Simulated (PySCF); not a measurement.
Structure with atom numbers: `[S:1]=[C:2]1[CH:3]=[CH:4][CH:5]=[CH:6]1`. Hydrogens are named by the atom that carries them.

Method: shieldings: GIAO PBE0/pcSseg-1, coordinates at the PBE0-D3(BJ)/def2-SVP level, in PySCF 2.14.0 with density-fitted response routines (fast rotation and ring inversion assumed for equivalent nuclei, isolated molecule, single conformer, non-relativistic Hamiltonian).

Problem. Predict the 2D correlation tables (HSQC, COSY, HMBC).

Solution. 

HSQC (one-bond C–H):
```
                δH             δC
7.50 (H(C4)/H(C5))  155.9 (C4/C5)
5.15 (H(C3)/H(C6))  125.1 (C3/C6)
```

COSY cross peaks (H two or three bonds apart, from the bond graph; peaks can be absent where the dihedral angle is near 90°):
```
                δH                  δH
7.50 (H(C4)/H(C5))  5.15 (H(C3)/H(C6))
```

HMBC (two and three bonds, from the bond graph):
```
                δH                                        δC
7.50 (H(C4)/H(C5))  275.9 (C2), 155.9 (C4/C5), 125.1 (C3/C6)
5.15 (H(C3)/H(C6))  275.9 (C2), 155.9 (C4/C5), 125.1 (C3/C6)
```

References, each an isolated molecule treated in the same way: TMS for ¹H and ¹³C.

Shifts are as computed. Against solution values, carbons near 30 ppm lie about +2 ppm off and those near 130 ppm about +5 ppm. Of 1211 compounds with measured shifts, 218 miss one by over three times the rms of a fit or turn the order of signals round; such compounds aren't used in these exercises.
